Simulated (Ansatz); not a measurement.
# BH3 (triplet): the correlation ladder at distance B1–H3 = 1.059 Å, cc-pVDZ

Aim: climb from Hartree-Fock through coupled cluster and multireference methods for BH3 (triplet) at one geometry and basis, and see what each rung misses.

Computed with Ansatz 0.2.0, Gaussian basis. Level: cc-pVDZ, core rule «outside noble gas», up to 1 orbitals frozen.

The runs, in order: UHF; CCSD(T) on ROHF; CCSD(T) on UHF; BCCD(T) on ROHF; CISD; CCSDT(Q) on ROHF; CCSDT(Q) on UHF; CASSCF and MRCISD+Q, 4 electrons in 4 orbitals; CASSCF and NEVPT2, 4 electrons in 4 orbitals; CASSCF and MRCISD+Q, 6 electrons in 7 orbitals; CASSCF and NEVPT2, 6 electrons in 7 orbitals; Full CI.

16 further runs of the same task are left out: 15 that didn't finish, 1 set aside as unsound or not needed.

**1. What is computed**

The geometry derives from a PBE0/def2-TZVP stationary point (not a proven minimum). One bond is set to the value named and the two fragments are kept rigid.

4 atoms, charge 0, spin multiplicity 3.

Atoms are counted from 1 here; the program's logs count them from 0.

Bond lengths: B1–H2 1.281 Å, B1–H3 1.059 Å, B1–H4 1.281 Å. Angles: H2–B1–H3 117.7°, H2–B1–H4 49.8°, H3–B1–H4 117.7°.

**2. UHF**

File in.yaml:

```yaml
crystal:
  periodic: [false, false, false]
  atoms:
    - {symbol: B, position_ang: [-0.109220, 0.000008, 0.096402]}
    - {symbol: H, position_ang: [0.317090, 0.539087, -0.984537]}
    - {symbol: H, position_ang: [0.537379, -0.000042, 0.935086]}
    - {symbol: H, position_ang: [0.317007, -0.539134, -0.984538]}
basis:
  gaussian: {orbitals: cc-pVDZ}
magnetization: {spin_polarized: true, initial_magnetization: 2}
hamiltonian: {xc: hf}
output: {orbitals: {seedname: orbitals}}
```

Command:

```bash
$ ansatz run in.yaml --threads 1 --pin off --events-out ev --progress --plain --max-ram 2393MiB
```

After this run come: CCSD(T) on ROHF; CCSD(T) on UHF; BCCD(T) on ROHF; CISD; CCSDT(Q) on ROHF; CCSDT(Q) on UHF; CASSCF and MRCISD+Q, 4 electrons in 4 orbitals; CASSCF and NEVPT2, 4 electrons in 4 orbitals; CASSCF and MRCISD+Q, 6 electrons in 7 orbitals; CASSCF and NEVPT2, 6 electrons in 7 orbitals; Full CI.

**Question.** What will the summary of the whole plan be? Wanted: FCI below the RHF energy; RMP2 from FCI; UMP2 from FCI; RCCSD from FCI; RCCSD(T) from FCI; UCCSD(T) from FCI; RCCSDT(Q) from FCI; UCCSDT(Q) from FCI; NEVPT2 pair from FCI.

The runs gave:

| quantity | value |
| --- | --- |
| FCI below the RHF energy | -3.0023 eV |
| RMP2 from FCI | +14.77 kcal/mol |
| UMP2 from FCI | +14.85 kcal/mol |
| RCCSD from FCI | +1.54 kcal/mol |
| RCCSD(T) from FCI | +0.33 kcal/mol |
| UCCSD(T) from FCI | +0.32 kcal/mol |
| RCCSDT(Q) from FCI | 0.00 kcal/mol |
| UCCSDT(Q) from FCI | 0.00 kcal/mol |
| NEVPT2 pair from FCI | +15.46 kcal/mol |
| MRCISD+Q pair from FCI | -0.21 kcal/mol |
| NEVPT2 valence from FCI | +11.63 kcal/mol |
| levels within 1 kcal/mol (43 meV) | RCCSD(T), UCCSD(T), BCCD(T), RCCSDT, UCCSDT, RCCSDT(Q), UCCSDT(Q), MRCISD+Q pair, MRCISD+Q valence |
| T1 diagnostic | 0.014 |
| effectively unpaired electrons | 2.02 |

**Reading.** RCCSD(T) misses by +0.33 kcal/mol, 0.5 % of the correlation energy. MRCISD+Q pair falls below full CI: the +Q correction isn't variational, and the cores differ from full CI's. One determinant dominates. Of the multireference levels listed MRCISD+Q valence comes nearest in total energy (+0.03 kcal/mol), which doesn't show that its space is the better one. These misses are within one basis, not against nature; the frozen cores of restricted and unrestricted runs differ, which can shift their rows.
